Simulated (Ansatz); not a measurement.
# AlBNH6+ (SMILES [BH2][AlH][NH3+]): one structure at several levels

Aim: energy, forces and dipole at a structure displaced at random from a GFN2-xTB minimum, from CCSD(T) and from density functionals.

Program: Ansatz 0.2.0, Gaussian basis. Level of theory: single points in def2-TZVPP. These are calculated values, not measurements.

Correlated methods freeze the cores. B3LYP uses VWN-RPA correlation.

## 1. Starting geometry

9 atoms, charge 1, spin multiplicity 1.

Atoms are counted from 1 here; the program's logs count them from 0.

Bond lengths: B1–Al2 2.091 Å, B1–H4 1.224 Å, B1–H5 1.172 Å, Al2–N3 2.095 Å, Al2–H6 1.568 Å, N3–H7 1.028 Å, N3–H8 1.049 Å, N3–H9 1.058 Å. Angles: Al2–B1–H4 122.1°, Al2–B1–H5 122.0°, H4–B1–H5 115.8°, B1–Al2–N3 125.4°, B1–Al2–H6 145.0°, N3–Al2–H6 89.6°, Al2–N3–H7 107.0°, Al2–N3–H8 122.6°, Al2–N3–H9 108.5°, H7–N3–H8 108.7°, H7–N3–H9 104.8°, H8–N3–H9 103.9°.

Coordinates:

```
B    -1.20140    0.95220   -1.52350
Al    0.10540    0.74000    0.09470
N     0.71790   -1.08160    0.92850
H    -1.57360   -0.00600   -2.18770
H    -1.55050    2.00350   -1.90600
H     0.96380    1.50480    1.16110
H     1.74380   -1.11070    0.86670
H     0.33590   -2.00600    0.61080
H     0.51020   -1.06300    1.96620
```

## 2. CCSD(T)/def2-TZVPP

The input, run/in.yaml:

```yaml
crystal:
  periodic: [false, false, false]
  atoms:
    - {symbol: B, position_ang: [-1.201400, 0.952200, -1.523500]}
    - {symbol: Al, position_ang: [0.105400, 0.740000, 0.094700]}
    - {symbol: N, position_ang: [0.717900, -1.081600, 0.928500]}
    - {symbol: H, position_ang: [-1.573600, -0.006000, -2.187700]}
    - {symbol: H, position_ang: [-1.550500, 2.003500, -1.906000]}
    - {symbol: H, position_ang: [0.963800, 1.504800, 1.161100]}
    - {symbol: H, position_ang: [1.743800, -1.110700, 0.866700]}
    - {symbol: H, position_ang: [0.335900, -2.006000, 0.610800]}
    - {symbol: H, position_ang: [0.510200, -1.063000, 1.966200]}
basis:
  gaussian: {orbitals: def2-TZVPP}
total_charge: 1
correlation: {method: ccsd_t}
output: {forces: true}
```

The command line of these runs was not kept.

## 3. PBE0-D4/def2-TZVPP

Edit run/in.yaml of step 2 so:

```diff
@@ -15,3 +15,3 @@
 total_charge: 1
-correlation: {method: ccsd_t}
-output: {forces: true}
+hamiltonian: {xc: pbe0, dispersion: d4}
+output: {forces: true, orbitals: {seedname: orbitals}}
```

## 4. wB97M-V/def2-TZVPP

Edit run/in.yaml of step 3 so:

```diff
@@ -15,3 +15,3 @@
 total_charge: 1
-hamiltonian: {xc: pbe0, dispersion: d4}
-output: {forces: true, orbitals: {seedname: orbitals}}
+hamiltonian: {xc: {name: wB97M-V}}
+output: {forces: true}
```

## 5. r2SCAN-D4/def2-TZVPP

Edit run/in.yaml of step 4 so:

```diff
@@ -15,3 +15,3 @@
 total_charge: 1
-hamiltonian: {xc: {name: wB97M-V}}
+hamiltonian: {xc: r2scan, dispersion: d4}
 output: {forces: true}
```

## 6. PBE-D4/def2-TZVPP

Edit run/in.yaml of step 5 so:

```diff
@@ -15,3 +15,3 @@
 total_charge: 1
-hamiltonian: {xc: r2scan, dispersion: d4}
+hamiltonian: {xc: pbe, dispersion: d4}
 output: {forces: true}
```

## 7. wB97X-V/def2-TZVPP

Edit run/in.yaml of step 6 so:

```diff
@@ -15,3 +15,3 @@
 total_charge: 1
-hamiltonian: {xc: pbe, dispersion: d4}
+hamiltonian: {xc: {name: wB97X-V}}
 output: {forces: true}
```

## 8. B3LYP-D4/def2-TZVPP

Edit run/in.yaml of step 7 so:

```diff
@@ -15,3 +15,3 @@
 total_charge: 1
-hamiltonian: {xc: {name: wB97X-V}}
+hamiltonian: {xc: {name: B3LYP}, dispersion: d4}
 output: {forces: true}
```

(Steps that only read results are left out.)

**Question.** What will these runs give? Wanted: energy less free atoms, CCSD(T)/def2-TZVPP; RMS force component; RMS force error; HOMO and LUMO, PBE0-D4; T1 diagnostic.

**Answer**, as computed:

```
                                  quantity                                                                                            value
energy less free atoms, CCSD(T)/def2-TZVPP                                                                                  -468.5 kcal/mol
                       RMS force component                                                             0.529 to 0.622 eV/Å over the methods
                           RMS force error  PBE0-D4 0.045, wB97M-V 0.062, r2SCAN-D4 0.032, PBE-D4 0.150, wB97X-V 0.031, B3LYP-D4 0.042 eV/Å
                    HOMO and LUMO, PBE0-D4                                                                              -12.87 and -7.84 eV
                             T1 diagnostic                                                                                            0.008
```

In words: Against CCSD(T) the functionals' energies less atoms differ by -19.8 to -11.0 kcal/mol, PBE-D4 by -17.5 kcal/mol. A larger basis would deepen the CCSD(T) value, while the functionals are nearly converged already, so the order here is not reliable. The forces of wB97X-V come nearest to CCSD(T), those of PBE-D4 are farthest.
